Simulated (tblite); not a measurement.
Species: C4H5F2 (doublet state).
Z-matrix (Å and degrees, GFN2-xTB geometry), rows numbered from 1:
```
C 
C   1  1.4977
C   2  1.3029  1  123.43
F   3  1.3230  2  131.44  1  -179.08
C   2  1.5276  1  115.02  3   179.14
F   5  1.3694  2  110.25  1   -55.23
H   1  1.0886  2  109.57  3  -123.89
H   1  1.0847  2  110.77  3    -3.19
H   1  1.0892  2  109.94  3   117.52
H   5  1.0961  2  109.73  1    62.24
H   5  1.0930  2  111.52  1  -174.49
```

Computed values, GFN2-xTB/tblite, gas phase, harmonic and unscaled. Errors from tens to a few hundred cm⁻¹ against measured bands are possible. One conformer, not necessarily the lowest. Open shells enter through the occupations alone, without spin polarisation, and single modes of such species can be off by tens of per cent.

Harmonic wavenumbers (cm⁻¹): 55.9, 135.8, 176.2, 230.6, 283.0, 351.4, 491.5, 539.1, 814.8, 918.4, 1001.0, 1034.4, 1044.5, 1152.4, 1172.4, 1206.6, 1292.8, 1396.2, 1416.9, 1466.2, 1470.8, 1781.4, 2924.6, 2972.3, 3011.5, 3029.7, 3072.3.

A = 5153, B = 2504, C = 1805 MHz; mass 91.036 u (most abundant isotopes); point group C1, symmetry number 1; spin multiplicity 2.

Task: Zero-point energy?

Result: Half the sum of the wavenumbers: 17221 cm⁻¹ = 206.01 kJ/mol.

Task: What is S at 298.15 K and 1 bar for an ideal gas of classical rigid rotors and harmonic oscillators?

Result: Translation 165.12, rotation 113.07, vibration 68.75, spin (R ln 2) 5.76: S = 352.7 J/(mol K).

Task: And Cp and H(298.15 K) − H(0)?

Result: Cp = 102.86 J/(mol K), of which vibrations give 69.60 (their classical limit is 27 R = 224.5); H(298.15 K) − H(0) = 20.82 kJ/mol without the zero-point energy, 10.90 from vibrations.

Task: What must be added to the electronic energy to get the Gibbs energy at 298.15 K and 1 bar?

Result: ZPE + [H(298.15 K) − H(0)] − T·S = 206.01 + 20.82 − 105.16 = 121.67 kJ/mol.

Task: How do the functions run with temperature in this model?

Result: 
```csv
T (K),S (J/(mol K)),Cp (J/(mol K)),H − H(0) (kJ/mol),G − H(0) (kJ/mol),ln q(vib)
50,231.0,44.7,1.88,-9.67,0.25
100,266.9,60.2,4.51,-22.18,0.89
373.15,377.5,118.6,29.12,-111.74,4.97
500,415.7,142.7,45.74,-162.09,6.77
750,480.5,177.0,86.02,-274.37,10.16
1000,534.7,199.2,133.24,-401.46,13.29
```

q(vib) and H(0) count from the zero-point level.

Task: Blend soft modes into free rotors: weight 1/[1 + (100 cm⁻¹/ν̃)⁴] for the oscillator and the rest for a rotor with moment μB/(μ + B), μ = h/(8π²ν), B = 10⁻⁴⁴ kg m². What vibrational entropy results?

Result: 64.05 J/(mol K) in place of 68.75, which changes −T·S at 298.15 K by +1.40 kJ/mol.

Hindered rotation and anharmonicity are outside this model. Other conformers, if any are populated, would add a mixing term that is left out. The structure is chiral; the term R ln 2 for an equal mix with its mirror image is left out.

The run took 0.15 s of wall time on Arm Neoverse V2, one thread, on a shared host. This covers the Hessian and the dipole derivatives.
